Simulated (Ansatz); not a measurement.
`COC1=C(F)C1` + H₂ → `COC1=CC1` + H–F  (hydrogenolysis of a C–F bond)

Isolated molecules relaxed with PBE0-D4/def2-TZVP in Ansatz; ΔE leaves out vibrations. CBS: MP2 limit from def2 TZ/QZ plus the TZ coupled-cluster correction, frozen cores. This one scheme is used for every species. Functionals use def2-TZVPP. B3LYP here is the variant with VWN-RPA as its local correlation; programs differ in this. Each species was taken in one conformer, which may not be the lowest.

```
       level  ΔE (kcal/mol)
    B3LYP-D4          -30.1
HF/CBS(def2)          -34.5
```

Problem. What does CCSD(T)/CBS give? (Best estimate.)

Solution. Computed: -33.9 kcal/mol. The listed levels differ from it by 3.8, -0.6 kcal/mol.

Largest T1 diagnostic among the species: 0.012.

From PBE to PBE0 (25 % exact exchange), in def2-TZVPP and without D4, ΔE moves by −2.7 kcal/mol.
